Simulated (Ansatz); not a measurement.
bcc Nb was calculated with revPBE in Ansatz (PAW).

Numerical settings: plane-wave cutoff 520 eV, 24×24×24 k mesh, Fermi–Dirac smearing 0.05 eV, no spin polarisation, scalar-relativistic PAW data made under PBE.

Energies at three volumes about the minimum:

| V (Å³/atom) | E − E_lowest (meV/atom) |
|---|---|
| 17.988 | 3.93 |
| 18.355 | 0.00 |
| 18.722 | 3.58 |

Fit a parabola by hand: where is the minimum, what lattice constant follows, and what is the bulk modulus?

Slopes: (0.00 − 3.93)/(18.355 − 17.988) = -10.708 and (3.58 − 0.00)/(18.722 − 18.355) = 9.755 meV/Å³. Curvature E″ = 2 × (9.755 − (-10.708))/(18.722 − 17.988) = 55.757 meV/Å⁶. From the middle of the first interval, the slope vanishes at V0 = 18.1715 − (-10.708)/55.757 = 18.364 Å³/atom. B = V0 E″ = 18.364 × 55.757 meV/Å³ × 0.1602 GPa per meV/Å³ = 164 GPa. With 2 atoms in the cube, a = (2 × 18.364)^(1/3) = 3.324 Å. The full Birch–Murnaghan fit to all volumes gives V0 = 18.358 Å³/atom and B0 = 164 GPa.

Measured, for comparison: bulk modulus 173 GPa (0 K value with the zero-point phonon effect removed; as tabulated in Mejia-Rodriguez and Trickey (2018), arXiv:1807.09216); lattice constant a 3.294 Å (static lattice: zero-point anharmonic expansion removed; as tabulated in Mejia-Rodriguez and Trickey (2018), arXiv:1807.09216). Computed (rounded) less measured: bulk modulus -5 %.

Ansatz is a program for electronic structure.
